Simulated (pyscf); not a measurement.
Thermochemistry of product channels of H₂Ga–AsH₂ (SMILES [GaH2][AsH2]) + H₂O (SMILES O) on the singlet surface, in kJ/mol, from ωB97M-D3(BJ)/def2-TZVP energies (ideal gas, 1 atm, RRHO with modes under 100 cm⁻¹ raised to 100, one conformer, R ln 2 for chiral ones without a mode under 150 cm⁻¹). PySCF, gas phase, ωB97X-D3(BJ)/def2-SVP geometries.

```
products                                                      ΔE  ΔH(298 K)  ΔG(600 K)  ΔG(900 K)
---------------------------------------------------------  -----  ---------  ---------  ---------
HO–GaH–AsH₂ (SMILES [OH][GaH][AsH2]) + H₂ (SMILES [H][H])  -48.4      -57.5      -42.8      -38.3
HO–AsH–GaH₂ (SMILES O[AsH][GaH2]) + H₂ (SMILES [H][H])     +54.9      +45.1      +66.9      +75.1
```

These are energies of the channels, which say nothing of barriers. Elements up to Kr have no core potential and no relativistic terms here.
